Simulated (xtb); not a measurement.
xtb input (GFN2-xTB):

```bash
xtb mol.xyz --gfn 2 --sp --chrg -1 --uhf 0
```
mol.xyz:
```
9

C      1.00301936    -1.10164157    -0.02080911
C      1.28424008     0.29907571    -0.05432505
N      0.41819632     1.31917150    -0.03747329
C     -0.86956083     0.96073610     0.01794842
C     -1.23276224    -0.37498077     0.05357063
N     -0.35108113    -1.37924782     0.03586006
H      2.33059801     0.60890779    -0.09965854
H     -1.61737873     1.75359655     0.03392426
H     -2.29264383    -0.64110696     0.09871751
```

End of the output:

```
         :::::::::::::::::::::::::::::::::::::::::::::::::::::
         ::                     SUMMARY                     ::
         :::::::::::::::::::::::::::::::::::::::::::::::::::::
         :: total energy             -16.029004845831 Eh    ::
         :: gradient norm              0.022586965987 Eh/a0 ::
         :: HOMO-LUMO gap              1.202610413711 eV    ::
         ::.................................................::
         :: SCC energy               -16.235889524996 Eh    ::
         :: -> isotropic ES            0.133661774610 Eh    ::
         :: -> anisotropic ES          0.005557894048 Eh    ::
         :: -> anisotropic XC          0.017332321976 Eh    ::
         :: -> dispersion             -0.007206550473 Eh    ::
         :: repulsion energy           0.206884679165 Eh    ::
         :: add. restraining           0.000000000000 Eh    ::
         :: total charge              -1.000000000000 e     ::
         :::::::::::::::::::::::::::::::::::::::::::::::::::::

           -------------------------------------------------
          |                Property Printout                |
           -------------------------------------------------

    * Orbital Energies and Occupations

         #    Occupation            Energy/Eh            Energy/eV
      -------------------------------------------------------------
         1        2.0000           -0.4462976             -12.1444
       ...           ...                  ...                  ...
         3        2.0000           -0.4014785             -10.9248
         4        2.0000           -0.3664606              -9.9719
         5        2.0000           -0.3571763              -9.7193
         6        2.0000           -0.3229155              -8.7870
         7        2.0000           -0.2942974              -8.0082
         8        2.0000           -0.2917859              -7.9399
         9        2.0000           -0.2888794              -7.8608
        10        2.0000           -0.2514454              -6.8422
        11        2.0000           -0.2326189              -6.3299
        12        2.0000           -0.1948027              -5.3009
        13        2.0000           -0.1794470              -4.8830
        14        2.0000           -0.1415807              -3.8526
        15        2.0000           -0.0910305              -2.4771 (HOMO)
        16                         -0.0468354              -1.2745 (LUMO)
        17                         -0.0101701              -0.2767
        18                          0.0990526               2.6954
        19                          0.3074561               8.3663
        20                          0.3162281               8.6050
        21                          0.3602883               9.8039
        22                          0.3986605              10.8481
        23                          0.4916143              13.3775
        24                          0.5677237              15.4485
        25                          0.6209208              16.8961
        26                          0.6804297              18.5154
        27                          0.7850766              21.3630
      -------------------------------------------------------------
                  HL-Gap            0.0441951 Eh            1.2026 eV
             Fermi-level           -0.0689329 Eh           -1.8758 eV

     #   Z          covCN         q      C6AA      α(0)
     1   6 C        1.921    -0.252    38.650    10.040
     2   6 C        2.915     0.050    26.883     8.502
     3   7 N        1.832    -0.325    29.277     8.018
     4   6 C        2.908     0.024    27.466     8.594
     5   6 C        2.855     0.038    27.139     8.539
     6   7 N        1.840    -0.316    29.037     7.986
     7   1 H        0.924    -0.075     4.766     3.414
     8   1 H        0.925    -0.070     4.627     3.364
     9   1 H        0.924    -0.074     4.729     3.401

 Mol. C6AA /au·bohr⁶  :       1530.435860
 Mol. C8AA /au·bohr⁸  :      36363.326402
 Mol. α(0) /au        :         61.856968

Wiberg/Mayer (AO) data.
largest (>0.10) Wiberg bond orders for each atom

 ---------------------------------------------------------------------------
     #   Z sym  total        # sym  WBO       # sym  WBO       # sym  WBO
 ---------------------------------------------------------------------------
     1   6 C    2.868 --     6 N    1.350     2 C    1.306     4 C    0.126
     2   6 C    3.942 --     3 N    1.462     1 C    1.306     7 H    0.960
                             5 C    0.106
     3   7 N    3.021 --     2 C    1.462     4 C    1.390
     4   6 C    3.976 --     5 C    1.424     3 N    1.390     8 H    0.959
                             1 C    0.126
     5   6 C    3.984 --     6 N    1.458     4 C    1.424     9 H    0.954
                             2 C    0.106
     6   7 N    3.013 --     5 C    1.458     1 C    1.350
     7   1 H    0.994 --     2 C    0.960
     8   1 H    0.995 --     4 C    0.959
     9   1 H    0.995 --     5 C    0.954
 ---------------------------------------------------------------------------

Topologies differ in total number of bonds
Writing topology from bond orders to xtbtopo.mol

molecular dipole:
                 x           y           z       tot (Debye)
 q only:       -0.328       0.352       0.007
   full:       -0.874       1.000       0.017       3.375
molecular quadrupole (traceless):
                xx          xy          yy          xz          yz          zz
 q only:       -1.118      -0.285      -4.027       0.246       0.160       5.145
  q+dip:        1.563       1.155      -7.373       0.145       0.169       5.810
   full:        0.899       1.110      -9.185       0.267       0.240       8.285

           -------------------------------------------------
          | TOTAL ENERGY              -16.029004845831 Eh   |
          | GRADIENT NORM               0.022586965987 Eh/α |
          | HOMO-LUMO GAP               1.202610413711 eV   |
           -------------------------------------------------

------------------------------------------------------------------------
------------------------------------------------------------------------
Note: The following floating-point exceptions are signalling: IEEE_UNDERFLOW_FLAG IEEE_DENORMAL
normal termination of xtb
 total:
 SCF:
```

It need not be the lowest isomer of its formula. Whether it binds its extra electron was not tested at this geometry.
